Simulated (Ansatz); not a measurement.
The input, for Ansatz 0.2.0:

```yaml
crystal:
  periodic: [false, false, false]
  atoms:
    - {symbol: Al, position_ang: [0.000000, 0.000000, 0.000000]}
    - {symbol: C, position_ang: [0.000000, 0.000000, 2.200000]}
basis:
  gaussian: {orbitals: cc-pVDZ}
magnetization: {spin_polarized: true, initial_magnetization: 1}
correlation: {method: ccsd_t, electrons: all}
accuracy: high
```

```sh
$ ansatz run in.yaml --threads 1 --pin off --events-out ev --progress --plain --max-ram 2393MiB
```

The program prints:

```
611 factors; integrals over basis functions are off by at most 3.4e-9 eV
mean field evaluation 1: about -7604.8863 eV, gradient 1.1e1 eV
mean field evaluation 2: about -7604.8875 eV, gradient 1.1e1 eV
mean field evaluation 4: about -7606.3525 eV, gradient 1.9e0 eV
mean field evaluation 8: about -7606.4818 eV, gradient 9.3e-1 eV
mean field evaluation 16: about -7607.8188 eV, gradient 6.3e-5 eV
mean field evaluation 32: about -7606.3878 eV, gradient 3.4e-1 eV
mean field evaluation 64: about -7606.4794 eV, gradient 5.0e-1 eV
mean field evaluation 96: about -7607.1450 eV, gradient 1.4e0 eV
mean field evaluation 128: about -7603.6262 eV, gradient 1.5e1 eV
mean field evaluation 160: about -7608.4400 eV, gradient 1.3e-1 eV
...
cycle  12  -4.17747998 eV  change   -8.3e-8 eV  update   1.2e-7
cycle  13  -4.17748012 eV  change   -1.4e-7 eV  update   9.6e-8
cycle  14  -4.17748035 eV  change   -2.3e-7 eV  update   7.4e-8
cycle  15  -4.17748051 eV  change   -1.6e-7 eV  update   5.0e-8
cycle  16  -4.17748061 eV  change   -1.0e-7 eV  update   3.1e-8
cycle  17  -4.17748067 eV  change   -5.8e-8 eV  update   2.2e-8
cycle  18  -4.17748067 eV  change    3.9e-9 eV  update   1.0e-8
cycle  19  -4.17748066 eV  change    7.0e-9 eV  update   3.6e-9
cycle  20  -4.17748066 eV  change   -3.0e-9 eV  update   1.8e-9
cycle  21  -4.17748066 eV  change  -9.1e-10 eV  update  9.7e-10
perturbative correction -0.33411557 eV, -0.0122785207 hartree
WARN: the results are in doubt because among natural orbitals the method converges to other amplitudes
Total energy: -7612.95347589 eV, -279.7708799937 hartree
In doubt: among natural orbitals the method converges to other amplitudes
```

Ran on 1 thread of Arm Neoverse V1, shared host: 21 s wall, 0.13 GiB peak host memory.
